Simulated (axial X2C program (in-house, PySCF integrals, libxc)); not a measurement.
**AlH⁺: nuclear properties from DFT to coupled cluster**

Computed with an in-house all-electron X2C program for linear molecules (integrals from PySCF): two-component X2C with atomic mean-field Coulomb and Gaunt terms, Gaussian nuclei, basis Al dyall-av3z, H dyall-av3z with contracted cores.

R = 1.623 Å (near the PBE0 minimum at charge 1 of the determinant lowest at the starting distance; the state shown can have its own minimum elsewhere); state Ω = 1/2 (⟨Sz⟩ = 0.50, ⟨Lz⟩ = 0.00 at PBE0).

| level | Eeff magnitude (GV/cm) | Ws magnitude Al (kHz) | A∥/gI Al (MHz) | qzz Al (a.u.) | A∥/gI H (MHz) |
| --- | --- | --- | --- | --- | --- |
| PBE0 | 0.195 | 0.148 | 888 | -1.17 | 110 |
| HF | 0.225 | 0.17 | 923 | -1.28 | 114 |
| B3LYP | 0.196 | 0.148 | 922 | -1.14 | 122 |

Eeff is the effective electric field on the electron electric dipole moment in this Ω state and Ws the scalar–pseudoscalar constant of the nucleus named (defined with the proton number Z and per Ω); A∥ (defined per Ω) follows by multiplying with gI = μI/(I μN); qzz is the electric field gradient, eQq0 = 234.96 MHz × Q/barn × qzz. The operators were transformed with the bare-nucleus X2C matrices; with these basis sets, hyperfine constants and field gradients can be off by tens of per cent, and where levels differ in sign neither size nor sign is settled.

Finite-field MP2, CCSD and CCSD(T), with 11 electrons correlated in 63 natural virtual spinors (MP2 remainder added):

```json
{"level": "MP2", "Eeff magnitude (GV/cm)": "0.206", "Ws magnitude Al (kHz)": "0.156", "A∥/gI Al (MHz)": "1000", "qzz Al (a.u.)": "-1.23", "A∥/gI H (MHz)": "100"}
{"level": "CCSD", "Eeff magnitude (GV/cm)": "0.196", "Ws magnitude Al (kHz)": "0.148", "A∥/gI Al (MHz)": "952", "qzz Al (a.u.)": "-1.16", "A∥/gI H (MHz)": "108"}
{"level": "CCSD(T)", "Eeff magnitude (GV/cm)": "0.194", "Ws magnitude Al (kHz)": "0.147", "A∥/gI Al (MHz)": "953", "qzz Al (a.u.)": "-1.15", "A∥/gI H (MHz)": "108"}
```

T1 = 0.011 (Lee–Taylor). One unrestricted determinant, the lowest of a limited PBE0 search, is the reference; the functionals treat spin collinearly. Correlation of the inner shells is missing, which matters for properties at the nucleus. Number of frozen shells: Al 1 s; H none.

(1) By how much does correlation change each value, CCSD(T) against HF?

Answers

(1) Eeff magnitude -14 %; Ws magnitude Al -14 %; A∥/gI Al 3 %; qzz Al -10 %; A∥/gI H -5 %.
